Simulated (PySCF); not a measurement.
PF (triplet state).
Bonds: F1–P2.

The species is `[P]F` (PF) [triplet].

Method: UKS B3LYP, IGLO-III on F P, non-relativistic, mean-field spin-orbit, GIAO (PySCF). Isolated species at its PBE0-D3(BJ)/def2-SVP geometry, gas phase.

**Question.** Give the principal g shifts and their parts.

**Answer.** 
| Δg (ppm) | 1 | 2 | 3 |
| --- | --- | --- | --- |
| relativistic mass correction | -202 | -202 | -202 |
| gauge correction | 10 | 10 | 45 |
| orbital Zeeman/spin–orbit | -1129 | -1129 | 0 |
| total | -1322 | -1321 | -157 |

So g = 2.00100, 2.00100, 2.00216 and g_iso = 2.00139; the tensor is axial. Axes: g3 lies along the molecular axis. With S = 1 there is also a zero-field splitting, D = +6.17 cm⁻¹, to set against the quantum of 0.317 cm⁻¹ at 9.5 GHz.

**Question.** At 9.761 GHz, how far is the centre of the isotropic spectrum from where a free electron (g = 2.002319) resonates, zero-field splitting left aside?

**Answer.** B = hν/(g μB) with μB/h = 13.99624 MHz/mT gives 348.30 mT for the free electron and 348.46 mT at g_iso, 0.16 mT higher.

**Question.** What are the electron Larmor frequencies g μB B/h along the three axes at 340 mT?

**Answer.** 9.5222, 9.5222, 9.5277 GHz for g1, g2 and g3, a range of 5.5 MHz.

Largest spin populations (Mulliken): P2 (+1.94) and F1 (+0.06). No atom but P2 exceeds +0.15.

The HOMO–LUMO gaps are 5.75 eV among the α and 8.28 eV among the β orbitals.
